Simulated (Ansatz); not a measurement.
Input file:

```yaml
crystal:
  periodic: [false, false, false]
  atoms:
    - {symbol: Co, position_ang: [0.000000, 0.000000, 0.000000]}
    - {symbol: H, position_ang: [0.000000, 0.000000, 1.524200]}
basis:
  gaussian: {orbitals: cc-pVDZ}
magnetization: {spin_polarized: true, initial_magnetization: 0}
hamiltonian: {xc: {name: PBE0}}
correlation: {method: ccsd, electrons: outside_noble_gas}
scf: {lower_state_search: full}
```

```sh
$ ansatz run in.yaml --threads 1 --pin off --events-out ev --progress --plain --max-ram 2393MiB
```

(1) Roughly how long does this take on 1 thread of AMD EPYC, shared host, and how much host memory?

```
509 factors; integrals over basis functions are off by at most 1.5e-3 eV
mean field evaluation 1: about -37614.2731 eV, gradient 9.2e1 eV
mean field evaluation 2: about -37614.2902 eV, gradient 9.2e1 eV
mean field evaluation 4: about -37611.6486 eV, gradient 9.2e1 eV
mean field evaluation 8: about -37633.6820 eV, gradient 3.1e-1 eV
mean field evaluation 16: about -37635.3701 eV, gradient 4.8e-1 eV
mean field evaluation 32: about -37635.4296 eV, gradient 1.8e-3 eV
mean field evaluation 64: about -37635.3778 eV, gradient 1.6e-3 eV
mean field evaluation 96: about -37635.3840 eV, gradient 2.8e0 eV
mean field evaluation 128: about -37635.3957 eV, gradient 3.1e-1 eV
mean field evaluation 160: about -37568.9244 eV, gradient 8.3e1 eV
...
cycle  41  -8.78098623 eV  change    2.5e-5 eV  update   1.8e-5
cycle  42  -8.78097652 eV  change    9.7e-6 eV  update   1.5e-5
cycle  43  -8.78096105 eV  change    1.5e-5 eV  update   1.4e-5
cycle  44  -8.78094010 eV  change    2.1e-5 eV  update   1.1e-5
cycle  45  -8.78093995 eV  change    1.5e-7 eV  update   9.0e-6
cycle  46  -8.78093558 eV  change    4.4e-6 eV  update   7.4e-6
cycle  47  -8.78094014 eV  change   -4.6e-6 eV  update   6.6e-6
cycle  48  -8.78094557 eV  change   -5.4e-6 eV  update   5.9e-6
cycle  49  -8.78095456 eV  change   -9.0e-6 eV  update   5.0e-6
cycle  50  -8.78095709 eV  change   -2.5e-6 eV  update   4.0e-6
WARN: the results are in doubt because among natural orbitals the method converges to other amplitudes
Total energy: -37610.76633092 eV, -1382.1701691683 hartree
In doubt: among natural orbitals the method converges to other amplitudes
```

Answers

(1) 1.8 min wall and 0.15 GiB.
